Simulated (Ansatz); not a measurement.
Ansatz (a first-principles code) input (B3LYP-D3(BJ)/def2-TZVP):

Ansatz 0.2 input:
```yaml
crystal:
  periodic: [false, false, false]
  atoms:
    - {symbol: Al, position_ang: [-0.00000000, 0.00000000, -0.00000000]}
    - {symbol: Cl, position_ang: [-0.00589674, 2.07624780, 0.02827792]}
    - {symbol: Cl, position_ang: [1.80113704, -1.03281539, -0.02893206]}
    - {symbol: Cl, position_ang: [-1.79524030, -1.04343241, 0.00065414]}
basis:
  gaussian:
    orbitals: def2-TZVP
hamiltonian:
  xc: b3lyp
  dispersion: d3bj
phonons: {temperatures: {t_min: 298.15, t_max: 298.15, t_step: 100}}
```

Output:

```
Functional definition: B3LYP
integrals: 0.08 GiB planned
1048 factors; their error is unknown
mean field: 0.68 GiB planned
mean field evaluation 1: about -44172.5040 eV, gradient 2.3e1 eV
mean field evaluation 2: about -44172.3651 eV, gradient 2.6e1 eV
mean field evaluation 4: about -44173.7299 eV, gradient 9.6e-1 eV
mean field evaluation 8: about -44173.8310 eV, gradient 6.9e-3 eV
mean field -44173.83096566 eV, -1623.3583458899 hartree, gradient 1.4e-5 eV, S^2 0.000000; 0 other end points of the search recorded, 0 dependent functions left out
the calculation of the forces begins
reference -44173.83121945 eV, -1623.3583552167 hartree; 32, 32 occupied and 116, 116 virtual orbitals, 1048 factors
these checks for a lower state are left out or cut short: stability, starts, cluster_reference, orbital_swaps, neighbouring_geometries, increment
integrals: 0.08 GiB planned
1048 factors; their error is unknown
mean field: 0.69 GiB planned
mean field evaluation 16: about -44173.8309 eV, gradient 1.1e-1 eV
mean field -44173.83090906 eV, -1623.3583438099 hartree, gradient 1.6e-6 eV, S^2 0.000000; 0 other end points of the search recorded, 0 dependent functions left out
the calculation of the forces begins
reference -44173.83116286 eV, -1623.3583531369 hartree; 32, 32 occupied and 116, 116 virtual orbitals, 1048 factors
these checks for a lower state are left out or cut short: stability, starts, cluster_reference, orbital_swaps, neighbouring_geometries, increment
integrals: 0.08 GiB planned
1048 factors; their error is unknown
mean field: 0.69 GiB planned
mean field -44173.83090885 eV, -1623.3583438022 hartree, gradient 1.5e-6 eV, S^2 0.000000; 0 other end points of the search recorded, 0 dependent functions left out
the calculation of the forces begins
reference -44173.83116264 eV, -1623.3583531289 hartree; 32, 32 occupied and 116, 116 virtual orbitals, 1048 factors
these checks for a lower state are left out or cut short: stability, starts, cluster_reference, orbital_swaps, neighbouring_geometries, increment
integrals: 0.08 GiB planned
1048 factors; their error is unknown
mean field: 0.69 GiB planned
mean field evaluation 32: about -44173.8309 eV, gradient 1.9e-6 eV
mean field -44173.83087331 eV, -1623.3583424962 hartree, gradient 1.9e-6 eV, S^2 0.000000; 0 other end points of the search recorded, 0 dependent functions left out
the calculation of the forces begins
reference -44173.83112708 eV, -1623.3583518221 hartree; 32, 32 occupied and 116, 116 virtual orbitals, 1048 factors
these checks for a lower state are left out or cut short: stability, starts, cluster_reference, orbital_swaps, neighbouring_geometries, increment
integrals: 0.08 GiB planned
1048 factors; their error is unknown
mean field: 0.68 GiB planned
mean field -44173.83101890 eV, -1623.3583478463 hartree, gradient 1.9e-6 eV, S^2 0.000000; 0 other end points of the search recorded, 0 dependent functions left out
the calculation of the forces begins
reference -44173.83127272 eV, -1623.3583571741 hartree; 32, 32 occupied and 116, 116 virtual orbitals, 1048 factors
these checks for a lower state are left out or cut short: stability, starts, cluster_reference, orbital_swaps, neighbouring_geometries, increment
integrals: 0.08 GiB planned
1048 factors; their error is unknown
mean field: 0.68 GiB planned
mean field -44173.83088710 eV, -1623.3583430030 hartree, gradient 1.9e-6 eV, S^2 0.000000; 0 other end points of the search recorded, 0 dependent functions left out
the calculation of the forces begins
reference -44173.83114088 eV, -1623.3583523292 hartree; 32, 32 occupied and 116, 116 virtual orbitals, 1048 factors
these checks for a lower state are left out or cut short: stability, starts, cluster_reference, orbital_swaps, neighbouring_geometries, increment
integrals: 0.08 GiB planned
1048 factors; their error is unknown
mean field: 0.68 GiB planned
mean field -44173.83101224 eV, -1623.3583476018 hartree, gradient 1.9e-6 eV, S^2 0.000000; 0 other end points of the search recorded, 0 dependent functions left out
the calculation of the forces begins
reference -44173.83126606 eV, -1623.3583569294 hartree; 32, 32 occupied and 116, 116 virtual orbitals, 1048 factors
these checks for a lower state are left out or cut short: stability, starts, cluster_reference, orbital_swaps, neighbouring_geometries, increment
integrals: 0.08 GiB planned
1048 factors; their error is unknown
mean field: 0.69 GiB planned
mean field -44173.83102163 eV, -1623.3583479467 hartree, gradient 1.8e-6 eV, S^2 0.000000; 0 other end points of the search recorded, 0 dependent functions left out
the calculation of the forces begins
reference -44173.83127545 eV, -1623.3583572746 hartree; 32, 32 occupied and 116, 116 virtual orbitals, 1048 factors
these checks for a lower state are left out or cut short: stability, starts, cluster_reference, orbital_swaps, neighbouring_geometries, increment
integrals: 0.08 GiB planned
1048 factors; their error is unknown
mean field: 0.69 GiB planned
mean field evaluation 64: about -44173.8309 eV, gradient 1.8e-6 eV
mean field -44173.83086700 eV, -1623.3583422643 hartree, gradient 1.8e-6 eV, S^2 0.000000; 0 other end points of the search recorded, 0 dependent functions left out
the calculation of the forces begins
reference -44173.83112077 eV, -1623.3583515900 hartree; 32, 32 occupied and 116, 116 virtual orbitals, 1048 factors
Total energy: -44174.07988696 eV, -1623.3674935789 hartree
Atom 0 at     0.000000     0.000000     0.000000 Å, force     0.000000    -0.000122    -0.000002 eV/Å
Atom 1 at    -0.005897     2.076248     0.028278 Å, force     0.000000    -0.000068    -0.000001 eV/Å
Atom 2 at     1.801137    -1.032815    -0.028932 Å, force    -0.000074     0.000095     0.000002 eV/Å
Atom 3 at    -1.795240    -1.043432     0.000654 Å, force     0.000074     0.000095     0.000001 eV/Å
Dipole moment:    -0.000000     0.000001     0.000000 e Å
Vibrations: 144.53 144.56 201.33 379.00 614.92 614.97 cm⁻¹, zero-point energy 0.130140 eV
```
